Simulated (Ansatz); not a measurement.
C$_{3}$H$_{7}$NO$_{2}$ (`COC(O)C=N`) at its PBE0-D4/def2-TZVP geometry, where that method's forces vanish. The species carries charge 0 and has multiplicity 1.

```xyz
13

C    -1.4606    1.2800   -0.7839
O    -0.3746    0.9516    0.0518
C    -0.0874   -0.4175    0.0600
O     0.3321   -0.9032   -1.1614
C     0.9800   -0.5840    1.1139
N     2.0785   -1.0993    0.7785
H    -1.2469    1.0338   -1.8277
H    -1.6235    2.3531   -0.6893
H    -2.3705    0.7497   -0.4716
H    -0.9971   -0.9711    0.3519
H     1.2904   -1.0433   -1.0795
H     0.7352   -0.2086    2.1115
H     2.7444   -1.1412    1.5459
```

Q: What forces (eV/Å) does r2SCAN-D4/def2-TZVPP give on these atoms in Ansatz? (An estimate is asked.)

A: The calculation gave: 
```
C1  -0.262  0.090 -0.207
O2   0.187  0.304  0.213
C3  -0.047 -0.235  0.195
O4   0.028 -0.102 -0.313
C5  -0.169  0.108  0.166
N6   0.255 -0.136 -0.140
H7  -0.001  0.000  0.003
H8   0.010 -0.025  0.001
H9   0.001 -0.008  0.001
H10 -0.045 -0.013  0.003
H11  0.043 -0.005  0.009
H12 -0.021  0.020  0.025
H13  0.023  0.003  0.044
```
